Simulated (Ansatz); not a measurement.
# CHSSi−: single points off equilibrium

One table from this session's results is given with a row withheld; the runs are named, their logs left out.

Method: single points in def2-TZVPPD; program: Ansatz 0.2.0, Gaussian basis.

Correlated methods freeze the cores.

### Starting geometry

SMILES `[C-]#[Si]S`, 4 atoms, charge -1, spin multiplicity 1.

Atoms are counted from 1 here; the program's logs count them from 0.

Bond lengths: C1–Si2 1.686 Å, Si2–S3 2.296 Å, S3–H4 1.316 Å. Angles: C1–Si2–S3 175.6°, Si2–S3–H4 91.6°.

As a file:

```
C    -2.02250    0.40250    1.28520
Si   -0.75970    0.25990    0.17650
S     1.06530    0.02170   -1.19670
H     1.68430   -0.72380   -0.30670
```

Set-up of the first run:

The input, run/in.yaml:

```yaml
crystal:
  periodic: [false, false, false]
  atoms:
    - {symbol: C, position_ang: [-2.022500, 0.402500, 1.285200]}
    - {symbol: Si, position_ang: [-0.759700, 0.259900, 0.176500]}
    - {symbol: S, position_ang: [1.065300, 0.021700, -1.196700]}
    - {symbol: H, position_ang: [1.684300, -0.723800, -0.306700]}
basis:
  gaussian: {orbitals: "def2-TZVPPD.json"}
total_charge: -1
correlation: {method: ccsd_t}
output: {forces: true}
```

The basis file named in the input lies beside it (Basis Set Exchange, JSON).

Command:

```
$ ansatz run in.yaml --threads 4 --pin off --events-out ev --progress --plain --max-ram 5222MiB
```

Steps of the session up to this table: CCSD(T)/def2-TZVPPD; PBE0-D4/def2-TZVPPD; wB97M-V/def2-TZVPPD; r2SCAN-D4/def2-TZVPPD; PBE-D4/def2-TZVPPD; SPW92/def2-TZVPPD; r2SCANh-D4/def2-TZVPPD.

One of the session's tables, all rows but one given; the rest of the session is left out.

```
    method  RMS force component (eV/Å)  angle to CCSD(T) forces (°)
   CCSD(T)                       0.462                    reference
   PBE0-D4                           ?                            ?
   wB97M-V                       0.361                         61.0
 r2SCAN-D4                       0.362                         34.7
    PBE-D4                       0.467                         26.4
     SPW92                       0.473                         45.6
r2SCANh-D4                       0.347                         42.5
```

Estimate the missing values for PBE0-D4.

**Answer.** RMS force component (eV/Å): 0.379; angle to CCSD(T) forces (°): 45.0. In the column «RMS force component (eV/Å)» it lies between r2SCAN-D4 (0.362) and CCSD(T) (0.462).

Limits of these values: The T1 diagnostic is large here, over the usual mark for main-group molecules (transition-metal compounds often pass it harmlessly), so CCSD(T) itself may be off.
